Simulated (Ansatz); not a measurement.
Base system: GaAs in the zinc blende structure (space group F-43m, No. 216; a = 5.6667 Å).

Method: r2SCAN (Ansatz, a first-principles code; PAW; 500 eV plane waves; no spin-orbit coupling).

The change: full substitution As → P; the structure is relaxed again.

Measured band gap: GaAs 1.57 eV (static lattice; corrected from measurement; as listed in Wei Chen et al., Physical Review Materials (2018)); GaP 2.43 eV (static lattice; corrected from measurement; as listed in Wei Chen et al., Physical Review Materials (2018)).

Measured lattice parameter a: GaAs 5.64 Å (static lattice; corrected from measurement; as listed in Daniel Mejia-Rodriguez, S. B. Trickey, Phys. Rev. B (2018)); GaP 5.439 Å (static lattice; corrected from measurement; as listed in Daniel Mejia-Rodriguez, S. B. Trickey, Phys. Rev. B (2018)).

Q: How well does r2SCAN reproduce the measured shift?

A: With r2SCAN the band gap moves by +0.89 eV (0.96 → 1.85) against +0.86 eV measured; the lattice parameter a moves by -0.215 Å (5.667 → 5.451) against -0.201 Å measured.

Stability against distortions was not tested.
